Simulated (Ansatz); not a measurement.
Basis-set extrapolation for the O atom (frozen core, the Gaussian-basis code of Ansatz). Multiplicity 3, UHF reference.

```
                     def2-TZVPP  def2-QZVPP
                 HF  -74.815625  -74.818629
    MP2 correlation   -0.141668   -0.156688
CCSD(T) correlation   -0.161119   -0.175438
```

Energies in hartree. Use E(X) = E(∞) + A·exp(−7.88·√X) for Hartree–Fock and E(X) = E(∞) + B·X^(−2.97) for correlation, with X = 3 and 4.

Problem. What is the CCSD(T) energy at the basis-set limit?

Solution. HF limit: -74.818629 + (-0.003004) × 0.13774 = -74.81904. Correlation limit: -0.175438 + (-0.014319) × 0.74074 = -0.18604. Total: -75.00508 hartree, 17.8 kcal/mol below CCSD(T)/def2-TZVPP.
